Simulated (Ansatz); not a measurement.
**Worked example: correlation energy of [H···H···O], triplet**

Geometry: a point of a hydrogen-transfer path between rigid fragments, not a stationary point.

| atom | x (Å) | y (Å) | z (Å) |
| --- | --- | --- | --- |
| H | 0.0000 | 0.0000 | -0.9937 |
| H | 0.0000 | 0.0000 | -0.2487 |
| O | 0.0000 | 0.0000 | 1.2423 |

Basis 6-31G; Ansatz 0.2.0. Correlated methods freeze the noble-gas cores, which leaves 8 electrons in 12 orbitals. Prefix R: restricted or restricted open-shell reference; prefix U: unrestricted.

Full CI is exact within this basis and frozen core; it isn't the basis-set limit. The frozen core follows each run's orbitals, which can shift R against U totals by a few meV.

Runs differ by some tens of microhartree through their thresholds and, for an open shell, their frozen cores, so steps under 0.1 kcal/mol mean nothing.

```csv
level,total energy (hartree)
UHF,-75.880036
UMP2,-75.950357
UCCSD,-75.966571
UCCSD(T),-75.967163
UCCSDT,-75.967282
UCCSDT(Q),-75.967332
UCCSDTQ,-75.967337
full CI,-75.967301
```

Question: What is the correlation energy at full CI, and what share of it do UMP2 and UCCSD(T) recover?

Answer: E(corr) = -75.967301 − (-75.880036) = -0.087265 hartree = -2.375 eV. UMP2: -0.070321 / -0.087265 = 80.58 %. UCCSD(T): -0.087127 / -0.087265 = 99.84 %.

Question: By how many kcal/mol does UCCSD(T) miss full CI (1 hartree = 627.509 kcal/mol), and which steps make up the rest?

Answer: -75.967163 − (-75.967301) = 0.000138 hartree = 0.09 kcal/mol. Steps: UCCSDT − UCCSD(T) = -0.07, UCCSDT(Q) − UCCSDT = -0.03, UCCSDTQ − UCCSDT(Q) = 0.00, full CI − UCCSDTQ = 0.02 kcal/mol. That is within 1 kcal/mol of the reference in this basis, which itself misses far more of the correlation at the basis-set limit.
